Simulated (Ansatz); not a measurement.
`S=[S+]` radical, relaxed with UKS PBE0-D4/def2-TZVP in the Gaussian-basis code of Ansatz from a GFN2-xTB geometry. The force threshold is 0.005 eV/Å; the program also tests the step.

Total charge 1; spin multiplicity 2.

Start:

```xyz
2

S    -0.135   -0.768   -0.496
S     0.135    0.768    0.496
```

How much energy does the relaxation release, and in how many steps? (An estimate is asked.)

Ansatz gave: 0.69 kcal/mol, in 2 steps.

Which bonds change most? (An estimate is asked.)

Computed: S1–S2 from 1.848 to 1.810 Å.

Give the relaxed structure. (Best estimate.)

The calculation gave: 
```xyz
2

S    -0.132   -0.752   -0.486
S     0.132    0.752    0.486
```
